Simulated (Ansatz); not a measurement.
**Nudged elastic band run: AlCl$_{2}$H$_{2}$**

Input:

```yaml
crystal:
  periodic: [false, false, false]
  atoms:
    - { symbol: Al, position_ang: [0.0, -0.147636, 0.717338] }
    - { symbol: Cl, position_ang: [3.0e-06, 1.760615, 2.021696] }
    - { symbol: H, position_ang: [1.412739, -0.379817, 0.041206] }
    - { symbol: H, position_ang: [-1.41274, -0.379815, 0.041207] }
    - { symbol: Cl, position_ang: [-1.0e-06, -0.853346, 2.918551] }
magnetization:
  spin_polarized: true
  initial_magnetization: 1
basis:
  gaussian: { orbitals: def2-SVP }
hamiltonian:
  xc: blyp
  dispersion: d4
neb:
  order_check: false
  images: 5
  f_tol: 0.05
  max_iterations: 60
  final_atoms:
    - { symbol: Al, position_ang: [3.0e-08, -0.00319533, 0.00256206] }
    - { symbol: Cl, position_ang: [3.5e-07, 0.00277668, 2.14322873] }
    - { symbol: H, position_ang: [1.41253693, -0.00518171, -0.70910038] }
    - { symbol: H, position_ang: [-1.41253707, -0.00517971, -0.70909997] }
    - { symbol: Cl, position_ang: [7.7e-07, 0.01078108, 5.01240756] }
  initial_path:
    images:
      - { positions_ang: [[0.0, -0.147636, 0.717338], [3.0e-06, 1.760615, 2.021696], [1.412739, -0.379817, 0.041206], [-1.41274, -0.379815, 0.041207], [-1.0e-06, -0.853346, 2.918551]] }
      - { positions_ang: [[-2.0e-08, -0.12440502, 0.47910821], [2.17e-06, 1.20388871, 2.17343933], [1.39215925, -0.29684533, -0.23104659], [-1.39216008, -0.29684337, -0.23104575], [-3.2e-07, -0.48579399, 3.5495428]] }
      - { positions_ang: [[-4.0e-08, -0.10117405, 0.24087842], [1.34e-06, 0.64716242, 2.32518266], [1.3715795, -0.21387366, -0.50329917], [-1.37158017, -0.21387174, -0.5032985], [3.7e-07, -0.11824197, 4.1805346]] }
      - { positions_ang: [[-7.0e-08, -0.07794307, 0.00264863], [5.1e-07, 0.09043612, 2.47692599], [1.35099975, -0.13090199, -0.77555176], [-1.35100025, -0.13090011, -0.77555126], [1.05e-06, 0.24931004, 4.8115264]] }
      - { positions_ang: [[-3.0e-08, -0.05302716, 0.00261977], [4.6e-07, 0.06121631, 2.36569357], [1.37151214, -0.08899523, -0.7534013], [-1.37151252, -0.08899331, -0.75340083], [9.6e-07, 0.16980039, 4.87848679]] }
      - { positions_ang: [[0.0, -0.02811124, 0.00259091], [4.0e-07, 0.03199649, 2.25446115], [1.39202454, -0.04708847, -0.73125084], [-1.3920248, -0.04708651, -0.7312504], [8.6e-07, 0.09029073, 4.94544717]] }
      - { positions_ang: [[3.0e-08, -0.00319533, 0.00256206], [3.5e-07, 0.00277668, 2.14322873], [1.41253693, -0.00518171, -0.70910038], [-1.41253707, -0.00517971, -0.70909997], [7.7e-07, 0.01078108, 5.01240756]] }
```

Launched with:

```bash
$ ansatz run input.yaml --threads 1 --pin off --max-ram 2048MiB --backend cpu --events-out ev --progress --plain --runs-dir out
```

Output, in part (warnings, iteration lines, the closing report on the highest movable image, with atoms numbered from 0):

```
NEB end point (image 0): max|allowed force component| = 2.045e-2 eV/Å (the criterion of neb.relax_end_points is 1.000e-2)
NEB end point (image 6): max|allowed force component| = 2.912e-2 eV/Å (the criterion of neb.relax_end_points is 1.000e-2)
NEB iter   1: max|band force component| = 6.413e0 eV/Å  barrier→ = 2.9146 eV  barrier← = 1.7478 eV  Δτ_max = 0.2000 Å  (1230 SCF iters)
NEB iter   2: max|band force component| = 3.603e0 eV/Å  barrier→ = 1.7725 eV  barrier← = 0.6057 eV  Δτ_max = 0.1987 Å  (163 SCF iters)
NEB iter   3: max|band force component| = 3.260e0 eV/Å  barrier→ = 1.7525 eV  barrier← = 0.5857 eV  Δτ_max = 0.1943 Å  (161 SCF iters)
NEB iter   4: max|band force component| = 2.858e0 eV/Å  barrier→ = 1.6402 eV  barrier← = 0.4734 eV  Δτ_max = 0.1929 Å  (157 SCF iters)
NEB iter   5: max|band force component| = 1.996e0 eV/Å  barrier→ = 1.4351 eV  barrier← = 0.2683 eV  Δτ_max = 0.1916 Å  (164 SCF iters)
NEB iter   6: max|band force component| = 1.319e0 eV/Å  barrier→ = 1.2036 eV  barrier← = 0.0368 eV  Δτ_max = 0.1916 Å  (164 SCF iters)
NEB iter   7: max|band force component| = 4.301e-1 eV/Å  barrier→ = 1.1301 eV  barrier← = -0.0367 eV  CI = image 5  Δτ_max = 0.2000 Å  (167 SCF iters)
NEB iter   8: max|band force component| = 1.583e-1 eV/Å  barrier→ = 1.1545 eV  barrier← = -0.0123 eV  CI = image 5  Δτ_max = 0.1202 Å  (173 SCF iters)
NEB iter   9: max|band force component| = 1.417e-1 eV/Å  barrier→ = 1.1631 eV  barrier← = -0.0037 eV  CI = image 5  Δτ_max = 0.0714 Å  (170 SCF iters)
NEB iter  10: max|band force component| = 1.511e-1 eV/Å  barrier→ = 1.1657 eV  barrier← = -0.0010 eV  CI = image 5  Δτ_max = 0.0357 Å  (175 SCF iters)
NEB iter  11: max|band force component| = 3.351e-2 eV/Å  barrier→ = 1.1663 eV  barrier← = -0.0005 eV  CI = image 5  Δτ_max = 0.0000 Å  (1260 SCF iters)
Total energy: -31664.35007927 eV, -1163.6434025459 hartree
Atom 0 at    -0.000000    -0.027052     0.000275 Å, force     0.000000     0.003904    -0.010039 eV/Å
Atom 1 at     0.000000     0.052936     2.139282 Å, force     0.000000     0.007929    -0.014604 eV/Å
Atom 2 at     1.413411    -0.048837    -0.710968 Å, force     0.007465    -0.003700     0.005390 eV/Å
Atom 3 at    -1.413412    -0.048835    -0.710968 Å, force    -0.007465    -0.003700     0.005390 eV/Å
Atom 4 at     0.000001     0.071790     5.022376 Å, force    -0.000000    -0.004432     0.013863 eV/Å
Dipole moment:    -0.000000    -0.017346    -0.584370 e Å
```

It converged. The highest image is an end point: on this band no image between the ends rises above it. A vibrational analysis next to that end finds imaginary modes (79i, 56i cm⁻¹), so it isn't a minimum.

Final band (atoms are numbered from 1 in the order of the input):

```json
{"image": "0", "path coordinate (Å)": "0.00", "energy (eV)": "0.00", "Al1–Cl5 (Å)": "2.31"}
{"image": "1", "path coordinate (Å)": "0.67", "energy (eV)": "0.56", "Al1–Cl5 (Å)": "3.01"}
{"image": "2", "path coordinate (Å)": "1.35", "energy (eV)": "0.89", "Al1–Cl5 (Å)": "3.74"}
{"image": "3", "path coordinate (Å)": "2.02", "energy (eV)": "1.02", "Al1–Cl5 (Å)": "4.34"}
{"image": "4", "path coordinate (Å)": "2.70", "energy (eV)": "1.11", "Al1–Cl5 (Å)": "4.80"}
{"image": "5", "path coordinate (Å)": "3.37", "energy (eV)": "1.17", "Al1–Cl5 (Å)": "5.02"}
{"image": "6", "path coordinate (Å)": "3.41", "energy (eV)": "1.17", "Al1–Cl5 (Å)": "5.01"}
```

Run time: 3 min on 1 thread of Arm Neoverse V2, on a shared host, peak memory 0.14 GiB.
